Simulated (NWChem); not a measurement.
**CH$_{3}$O (+1) in NWChem**

The numbers come from NWChem runs, not from measurements. All single points use one geometry, from B3LYP/def2-SVP, a minimum by its harmonic frequencies.

Input file:

```
start mol
memory heap 200 mb stack 900 mb global 1100 mb
charge 1
geometry "system" units angstroms nocenter noautoz noautosym
  C      0.593473    -0.192958     0.000000
  O     -0.556717     0.283292     0.000000
  H      1.420276     0.536089     0.000000
  H      0.776791    -1.281923     0.000000
  H     -1.304165    -0.362758     0.000000
end
set geometry "system"
basis spherical
  * library 6-31g*
end
dft
  xc pbe0
  semidirect memsize 60000000 filesize 0
  iterations 100
  convergence energy 1e-10 density 1e-9 gradient 1e-8
  tolerances tight
end
task dft energy
rt_tddft
  tmax 200.0
  dt 0.2
  tag "kick"
  print dipole
  field "kick"
    type delta
    polarization z
    max 0.0001
  end
  excite "system" with "kick"
end
task dft rt_tddft
```

Change of the dipole's z component after the kick, in units of 1e-4 a.u.:

| time (a.u.) | Δμ |
|---|---|
| 0.0 | 0.000 |
| 0.4 | 0.338 |
| 0.8 | 0.598 |
| 1.2 | 0.520 |
| 1.6 | 0.236 |
| 2.0 | -0.020 |
| 2.4 | -0.087 |
| 2.8 | 0.050 |
| 3.2 | 0.243 |
| 3.6 | 0.313 |
| 4.0 | 0.200 |
| 4.4 | -0.032 |
| 4.8 | -0.244 |
| 5.2 | -0.312 |
| 5.6 | -0.205 |
| 6.0 | -0.005 |
| 6.4 | 0.142 |
| 6.8 | 0.149 |
| 7.2 | 0.041 |
| 7.6 | -0.093 |
| 8.0 | -0.162 |
| 8.4 | -0.127 |
| 8.8 | -0.056 |
| 9.2 | -0.023 |
| 9.6 | -0.043 |
| 10.0 | -0.106 |
| 10.4 | -0.166 |
| 10.8 | -0.162 |
| 11.2 | -0.092 |
| 11.6 | 0.015 |
| 12.0 | 0.126 |
| 12.4 | 0.194 |
| 12.8 | 0.206 |
| 13.2 | 0.200 |
| 13.6 | 0.197 |
| 14.0 | 0.193 |
| 14.4 | 0.161 |
| 14.8 | 0.068 |
| 15.4 | -0.134 |
| 15.8 | -0.216 |
| 16.2 | -0.211 |
| 16.6 | -0.140 |
| 17.0 | -0.059 |
| 17.4 | -0.031 |
| 17.8 | -0.063 |
| 18.2 | -0.110 |
| 18.6 | -0.128 |
| 19.0 | -0.073 |
| 19.4 | 0.061 |
| 19.8 | 0.195 |
| 20.2 | 0.252 |
| 20.6 | 0.206 |
| 21.0 | 0.063 |
| 21.4 | -0.093 |
| 21.8 | -0.156 |
| 22.2 | -0.113 |
| 22.6 | -0.008 |
| 23.0 | 0.096 |
| 23.4 | 0.132 |
| 23.8 | 0.089 |
| 24.2 | 0.018 |
| 24.6 | -0.028 |
| 25.0 | -0.023 |
| 25.4 | 0.027 |
| 25.8 | 0.081 |
| 26.2 | 0.085 |
| 26.6 | 0.004 |
| 27.0 | -0.130 |
| 27.4 | -0.251 |
| 27.8 | -0.311 |
| 28.2 | -0.271 |
| 28.6 | -0.137 |
| 29.0 | 0.013 |
| 29.4 | 0.122 |
| 29.8 | 0.158 |
